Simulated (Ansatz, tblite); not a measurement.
Removing and adding an electron: B3H2. Total charge 0; doublet. Geometry: r2SCAN-D4/def2-TZVP. Ansatz, gas phase; energy differences of separate SCF runs; the oxidised species is a triplet (the singlet lies 0.74 eV higher at PBE0-D4/def2-TZVP); the reduced species is a singlet (the triplet lies 2.34 eV higher at PBE0-D4/def2-TZVPD).

```xyz
5

B    -1.170    0.525    0.147
B     0.312    0.842    0.384
B    -0.499   -0.758   -0.360
H    -0.069   -1.779   -0.772
H     1.426    1.170    0.601
```

The xTB rows come from tblite. Correlated methods freeze 3 core orbitals. The structure comes from a short search, and lower isomers may exist.

```csv
level,−HOMO (eV),vertical IE (eV),−LUMO (eV),vertical EA (eV),HOMO–LUMO gap (eV),IE − EA (eV),remarks
GFN1-xTB,–,14.21,–,–,–,–,–
GFN2-xTB,–,13.21,–,4.07,–,9.14,–
PBE-D4/def2-TZVP,6.34,9.56,5.64,–,0.70,–,–
PBE-D4/def2-TZVPD,6.34,–,5.64,2.71,0.70,–,"HOMO above zero (-1 singlet), restricted SCF unstable in HF (-1 singlet)"
r2SCAN-D4/def2-TZVP,6.49,9.44,5.22,–,1.27,–,–
r2SCAN-D4/def2-TZVPD,6.49,–,5.22,2.57,1.27,–,"HOMO above zero (-1 singlet), restricted SCF unstable in HF (-1 singlet)"
PBE0-D4/def2-TZVP,7.28,9.48,4.51,–,2.77,–,–
PBE0-D4/def2-TZVPD,7.28,–,4.51,2.57,2.77,–,restricted SCF unstable in HF (-1 singlet)
CCSD/def2-TZVPD,–,–,–,2.48,–,–,"large T1 (0.065) (doublet), restricted SCF unstable (-1 singlet), spin-contaminated (⟨S²⟩ 1.09) (doublet)"
CCSD(T)/def2-TZVPD,–,–,–,2.69,–,–,"large T1 (0.065) (doublet), restricted SCF unstable (-1 singlet), spin-contaminated (⟨S²⟩ 1.09) (doublet)"
```

Run but left out: HF/def2-TZVPD, MP2/def2-TZVPD (doublet: ⟨S²⟩ 1.09, where a pure state has 0.75).   A HOMO above zero means that the electron is unbound at that level or that self-interaction error raises the level; the energy of removing that electron tells which. HOMO and LUMO are the levels of the spin that leaves or enters (xTB has no such levels and no spin-polarisation term). Other spin states of the ions may lie lower, which would lower the ionisation energy or raise the affinity. Raw xTB energy differences between charge states are shifted by several eV; the methods need an empirical correction for them.
